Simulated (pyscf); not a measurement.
PH₃ + PH₂• → PH₂• + PH₃ (hydrogen abstraction; doublet surface; H–P broken, H–P formed). Optimised with ωB97X-D3(BJ)/def2-SVP in PySCF. Correlated levels are frozen-core, on RHF or UHF. ΔMP2 is the change of the MP2 total energy from the triple- to the quadruple-zeta basis. Energies in kcal/mol from the separated reactants.

```
level                                barrier  reaction energy
--------------------------------  ----------  ---------------
r²SCAN/def2-TZVP                         2.3              0.0
B3LYP-D3(BJ)/def2-TZVP                   3.3              0.0
PBE0-D3(BJ)/def2-TZVP                    2.4              0.0
HF/def2-TZVP                            21.1              0.0
MP2/def2-QZVPP                    (withheld)              0.0
CCSD/def2-TZVPP                         10.9              0.0
CCSD(T)/def2-TZVPP + ΔMP2(QZVPP)  (withheld)              0.0
```

Question: Fill in the missing entries.

Answer: 
- MP2/def2-QZVPP, barrier: 9.1
- CCSD(T)/def2-TZVPP + ΔMP2(QZVPP), barrier: 8.2

One saddle was located; it need not be the lowest between these sides. The angle at the transferred H is 163°. The CCSD(T) − MP2 part came from Ansatz, without density fitting, on the same reference.
